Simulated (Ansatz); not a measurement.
# AlClH6Si: the cost of one run

Method: RKS B3LYP-D4/6-31G*, in Ansatz 0.2.0.

**1. The structure to begin with**

Bond lengths: Al1–Cl2 2.580 Å, Al1–H3 1.560 Å, Al1–H4 1.560 Å, Al1–Si5 2.620 Å, Si5–H6 1.460 Å, Si5–H7 1.460 Å, Si5–H8 1.460 Å, Cl2–H9 1.537 Å, Si5–H9 1.636 Å. Angles (14 of 18 angles, heavy atoms first): Cl2–Al1–Si5 71.6°, Al1–Cl2–H9 71.8°, Cl2–Al1–H3 120.0°, Cl2–Al1–H4 120.0°, H3–Al1–Si5 97.0°, H4–Al1–Si5 101.2°, Al1–Si5–H6 109.5°, Al1–Si5–H7 109.5°, Al1–Si5–H8 109.5°, Al1–Si5–H9 69.5°, Cl2–H9–Si5 147.0°, H3–Al1–H4 120.0°, H6–Si5–H7 109.4°, H6–Si5–H8 109.4°.

Structure file:

```xyz
9

Al    0.0000    0.0000    0.0000
Cl    0.0000    0.0000    2.5800
H     1.3510    0.0000   -0.7800
H    -1.3510    0.0000   -0.7800
Si    0.1095   -2.4839    0.8261
H    -0.6805   -3.3291   -0.0645
H     1.4971   -2.9379    0.8228
H    -0.4270   -2.5710    2.1812
H     0.0643   -1.4591    2.1004
```

**2. Pulling towards end A**

Springs on the bonds that form and break draw the guess towards this end; the thresholds are loose.

Contents of input.yaml:

```yaml
crystal:
  periodic: [false, false, false]
  atoms:
    - { symbol: Al, position_ang: [0.0, 0.0, 0.0] }
    - { symbol: Cl, position_ang: [0.0, 0.0, 2.58] }
    - { symbol: H, position_ang: [1.351, 0.0, -0.78] }
    - { symbol: H, position_ang: [-1.351, 0.0, -0.78] }
    - { symbol: Si, position_ang: [0.1095, -2.4839, 0.8261] }
    - { symbol: H, position_ang: [-0.6805, -3.3291, -0.0645] }
    - { symbol: H, position_ang: [1.4971, -2.9379, 0.8228] }
    - { symbol: H, position_ang: [-0.427, -2.571, 2.1812] }
    - { symbol: H, position_ang: [0.0643, -1.4591, 2.1004] }
basis:
  gaussian: { orbitals: "6-31G*" }
hamiltonian:
  xc: b3lyp
  dispersion: d4
relax:
  f_tol: 0.15
  max_steps: 25
  restrain:
    - { distance: [0, 4], at: 3.52, k: 30.0 }
    - { distance: [8, 1], at: 2.57, k: 30.0 }
    - { distance: [0, 1], at: 2.23, k: 30.0 }
    - { distance: [8, 4], at: 1.46, k: 30.0 }
output:
  orbitals: {}
```

Run with:

```bash
$ ansatz run input.yaml --threads 1 --pin off --max-ram 2048MiB --backend cpu --events-out ev --progress --plain --runs-dir out
```

**Question.** How long does this run take on 1 thread of Intel Xeon 6975P-C (Granite Rapids), shared host, and how much memory does it need?

About 21 s, with a peak of 0.16 GiB.
